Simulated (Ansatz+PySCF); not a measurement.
Results of a calculation; reference values are marked as such.
## PySCF 2.14.0 run

```python
from pyscf import gto, scf

mol = gto.M(atom="""
C 0.033340 0.589600 -1.227750
C 0.038030 -0.600540 -1.214750
C 0.002180 1.501750 -0.102960
C 0.013710 -1.427330 -0.166650
C -0.025540 0.711550 1.012580
C 0.048700 -0.699710 1.043660
H 0.009910 2.600090 -0.148080
H 0.042880 -2.557390 -0.155810
H -0.029470 1.235380 2.053480
H 0.017280 -1.182940 2.017230
""", basis='def2-svp', charge=0, spin=0)
mf = scf.RHF(mol)
mf.init_guess = 'atom'
mf.kernel()
while True:  # follow internal instabilities
    mo, _, stable, _ = mf.stability(return_status=True)
    if stable: break
    mf.kernel(mf.make_rdm1(mo, mf.mo_occ))
print(mf.converged, mf.e_tot, mf.spin_square()[0])
```

The script is written out from the run's settings.

Results

| Property | Result |
| --- | --- |
| Converged | yes |
| Total energy | -229.20034 hartree |
| Spin squared of the determinant | 0.000 |

Caution: an unrestricted determinant lies well below.
